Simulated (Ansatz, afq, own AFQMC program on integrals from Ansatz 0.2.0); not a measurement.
**BS, doublet: a scan with AFQMC**

```yaml
atoms:
  - { symbol: B, position_ang: [0.0000, 0.0000, 0.0000] }
  - { symbol: S, position_ang: [0.0000, 0.0000, 1.6077] }
```

The B1–S2 distance is changed with both sides rigid. Energies in eV count from this geometry (1.608 Å) at the same level; the start stands on UHF, each point on the determinant named.

Basis 6-31G. Noble-gas cores (and the filled d shells of Ga–Kr and In–Xe) are frozen. Integrals, coupled cluster, full CI and functionals: Ansatz 0.2.0; the random walks run on the same integrals in our own AFQMC program. ph-AFQMC/CISD is guided by a CISD state made of CCSD amplitudes; releasing the constraint for a short imaginary time cuts its bias at the price of noise, slowly where states lie close. Uncertainties: one standard error, sampling alone.

Cautions, each for one point or more: (T) is large; CCSDT(Q) on the ROHF determinant differs, perhaps since the unrestricted series falls towards higher spin; an unrestricted solution with more broken spin lies lower; raised T1 diagnostic; strong correlation; the next higher spin lies close; the ph-AFQMC/CISD walk drifts between its halves; unrestricted determinant slightly spin contaminated; unrestricted determinant spin contaminated; walk and cluster series may follow different spin states.

| r(B1–S2) / Å | det. | T1 | weight | ⟨S²⟩ | CCSD(T) | ph-AFQMC/CISD | FCI | CCSDT(Q) | r2SCAN | PBE0 |
| --- | --- | --- | --- | --- | --- | --- | --- | --- | --- | --- |
| 1.465 | UHF | 0.031 | 0.91 | 0.84 | 1.042 | 1.054 ± 0.004 | 1.056 | 1.058 | 0.939 | 0.900 |
| 1.771 | UHF | 0.046 | 0.87 | 0.92 | 0.058 | 0.043 ± 0.006 | 0.035 | 0.031 | 0.152 | 0.189 |
| 2.191 | UHF | 0.080 | 0.78 | 0.81 | 1.911 | 1.932 ± 0.010 | 1.879 | 1.820 | 2.275 | 2.269 |
| 3.023 | UHF† | 0.092 | 0.69 | 1.53 | 3.561 | 3.565 ± 0.006 | 3.534 | 3.524 | 4.227§ | 4.160§ |
| 4.344 | UHF† | 0.010 | 0.92 | 1.74 | 4.450 | 4.454 ± 0.003 | 4.464 | 4.472 | 5.315§ | 5.108§ |

Weight is that of the determinant in the CISD state; at the start T1 is 0.039 and the weight 0.89, and ⟨S²⟩ is 0.88. A dagger marks points whose determinant fills other symmetries than the start's, so the wave-function levels may follow another state there, or a degenerate partner. § marks a functional whose ⟨S²⟩ is too high by over 0.1. Largest departures from full CI: CCSD(T) 0.032 eV at 2.191 (on UHF), ph-AFQMC/CISD 0.053 eV at 2.191 (on UHF), CCSDT(Q) -0.060 eV at 2.191 (on UHF), r2SCAN 0.396 eV at 2.191, PBE0 0.390 eV at 2.191. Functionals count only at points shown to share the start's state and spin. In this small basis the wave-function levels are far from their limit, so their gap to the functionals isn't the functionals' error.

Some points may be missing: those where a free walk finds a much lower state, and past Zn most of those on another determinant than at the start.

CCSDT and higher add their correlation energy to the determinant of the CCSD(T) run, since their own runs factorise the integrals more tightly (a shift of under 2 meV). A walk keeps the symmetry of its determinant, which the program's search chose and which needn't be the lowest solution, so a lower state of the same spin and another symmetry isn't excluded.
